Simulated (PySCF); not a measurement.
AlCl2, optimised at PBE0/def2-TZVP:

```xyz
3

Al     0.0106    -0.0344    -0.0148
Cl     0.8885     0.4193    -1.8705
Cl    -1.2398    -1.7178     0.1364
```

Method: PySCF energies (xtb for GFN2) plus ideal-gas RRHO corrections (1 bar). 6-31G* has spherical d functions here. Open shells (unrestricted): AlCl2 (multiplicity 2). GFN2 has no spin-polarisation term. B3LYP is the form with VWN-RPA correlation.

List the harmonic frequencies (cm⁻¹, unscaled) at this level and at the other levels, each on its own geometry.


- PBE0/def2-TZVP: 145, 457, 573
- B3LYP/6-31G*: 144, 442, 556
- GFN2-xTB: 93, 448, 592
- HF/6-31G*: 162, 478, 586
- PBE/def2-SVP: 141, 442, 566
